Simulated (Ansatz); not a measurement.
This script drives Ansatz 0.2.0, Python API.

`ts.py`:
```python
"""Saddle point for pyramidal inversion in FH4PSi."""

import itertools
import warnings

import ansatz
from ase.data import atomic_numbers, covalent_radii
import numpy as np

GEOMETRY = """
F    -2.03390   -0.02890    0.26420
Si   -0.66980   -0.22290   -0.45820
P     0.88040   -0.24860    1.07920
H    -0.60130   -1.50080   -1.19080
H    -0.38730    0.89100   -1.40990
H     0.83130    1.13220    1.44350
H     2.04190   -0.09000    0.22640
"""

warnings.simplefilter("ignore", ansatz.DeckWarning)

fh4psi = ansatz.Crystal.molecule()
for line in GEOMETRY.strip().splitlines():
    symbol, *xyz = line.split()
    fh4psi = fh4psi.atom(symbol, [float(v) for v in xyz])

calculation = (
    fh4psi.calculation()
    .basis(gaussian="6-31G*")
    .functional("pbe0")
)
symbols = [site.symbol for site in fh4psi.cartesian_sites]
start = np.array([site.position_ang for site in fh4psi.cartesian_sites], dtype=float)
summary = calculation.relax(force_tolerance=0.005, max_steps=100).run(threads=1).report
end = np.array(summary["positions_ang"])

# start with the apex atom pushed most of the way into the plane of its neighbours
a, b, d = end[[1, 5, 6]]
normal = np.cross(b - a, d - a)
normal /= np.linalg.norm(normal)
flat = end.copy()
flat[2] -= 0.8 * ((end[2] - a) @ normal) * normal
guess = np.zeros_like(flat)
guess[2] = normal
near = ansatz.Crystal.molecule()
for symbol, place in zip(symbols, flat):
    near = near.atom(symbol, place.tolist())
search = (
    near.calculation()
    .basis(gaussian="6-31G*")
    .functional("pbe0")
    .saddle(mode_guess=guess.tolist(), force_tolerance=0.01, max_steps=40)
)
steps = []
top = search.session().plan().execute(on_event=lambda e: steps.append(e["data"]) if e["event"] == "saddle_step" else None).report
for s in steps:
    print(f"step {s['step']:2d}  E = {s['lagrangian_ev']:.5f} eV  force {s['allowed_force_max_ev_ang']:.4f} eV/A  curvature {s['curvature_ev_ang2']:.3f} eV/A^2")
print(f"minimum {summary['free_energy_ev']:.5f} eV, saddle {top['free_energy_ev']:.5f} eV")
print(f"electronic barrier {96.485332 * (top['free_energy_ev'] - summary['free_energy_ev']):.2f} kJ/mol")
saddle = np.array(top["positions_ang"])
# pairs closer than 1.2 times the sum of covalent radii, before or after
radius = [covalent_radii[atomic_numbers[s]] for s in symbols]
span = lambda where, i, j: np.linalg.norm(where[i] - where[j])
bonded = [(i, j) for i, j in itertools.combinations(range(len(symbols)), 2) if min(span(end, i, j), span(saddle, i, j)) < 1.2 * (radius[i] + radius[j])]
print("pair        before    after (A)")
for i, j in bonded:
    print(f"{symbols[i]}{i}-{symbols[j]}{j}".ljust(10), f"{span(end, i, j):8.4f} {span(saddle, i, j):8.4f}")
for first, second in list(itertools.combinations(bonded, 2)):
    shared = set(first) & set(second)
    if shared and symbols[(j := shared.pop())] != "H":
        i, k = sorted((set(first) | set(second)) - {j})
        u, v = saddle[i] - saddle[j], saddle[k] - saddle[j]
        angle = np.degrees(np.arccos(np.clip(u @ v / np.linalg.norm(u) / np.linalg.norm(v), -1, 1)))
        print(f"final angle {symbols[i]}{i}-{symbols[j]}{j}-{symbols[k]}{k}: {angle:.2f} deg")
```

It is started by `python ts.py`. How long does it take on 1 thread of Arm Neoverse V1, on a shared host, and how much memory does it need?

It took about 2.9 min, with a peak of 0.18 GiB, for 2 runs of the engine.

```console
$ python ts.py
step  1  E = -19935.48799 eV  force 9.6554 eV/A  curvature -36.382 eV/A^2
step  2  E = -19937.36341 eV  force 4.2720 eV/A  curvature -20.463 eV/A^2
step  3  E = -19938.07289 eV  force 1.5406 eV/A  curvature -12.083 eV/A^2
step  4  E = -19938.27632 eV  force 0.5139 eV/A  curvature -6.741 eV/A^2
step  5  E = -19938.29796 eV  force 0.1219 eV/A  curvature -7.198 eV/A^2
step  6  E = -19938.30885 eV  force 0.1835 eV/A  curvature -7.102 eV/A^2
step  7  E = -19938.33038 eV  force 0.4260 eV/A  curvature -6.517 eV/A^2
step  8  E = -19938.34350 eV  force 0.2528 eV/A  curvature -6.426 eV/A^2
step  9  E = -19938.35862 eV  force 0.2213 eV/A  curvature -6.399 eV/A^2
step 10  E = -19938.36868 eV  force 0.1952 eV/A  curvature -6.812 eV/A^2
step 11  E = -19938.37179 eV  force 0.3206 eV/A  curvature -6.304 eV/A^2
step 12  E = -19938.37616 eV  force 0.0640 eV/A  curvature -7.082 eV/A^2
step 13  E = -19938.37786 eV  force 0.0470 eV/A  curvature -6.920 eV/A^2
step 14  E = -19938.37849 eV  force 0.0493 eV/A  curvature -6.942 eV/A^2
step 15  E = -19938.37883 eV  force 0.0362 eV/A  curvature -6.901 eV/A^2
step 16  E = -19938.37889 eV  force 0.0278 eV/A  curvature -6.990 eV/A^2
step 17  E = -19938.37893 eV  force 0.0027 eV/A  curvature -7.001 eV/A^2
minimum -19939.19805 eV, saddle -19938.37895 eV
electronic barrier 79.03 kJ/mol
pair        before    after (A)
F0-Si1       1.6126   1.6126
Si1-P2       2.2510   2.1639
Si1-H3       1.4875   1.4823
Si1-H4       1.4881   1.4823
P2-H5        1.4225   1.3951
P2-H6        1.4244   1.3951
final angle F0-Si1-P2: 115.80 deg
final angle F0-Si1-H3: 106.87 deg
final angle F0-Si1-H4: 106.86 deg
final angle P2-Si1-H3: 106.18 deg
final angle P2-Si1-H4: 106.16 deg
final angle Si1-P2-H5: 123.71 deg
final angle Si1-P2-H6: 123.73 deg
final angle H3-Si1-H4: 115.30 deg
final angle H5-P2-H6: 112.05 deg
```

These settings explore the input space; basis and method may be short of convergence. The energies are electronic: no zero-point or thermal terms, and the basis set is short of its limit. No separate frequency run checks the order of the saddle point.
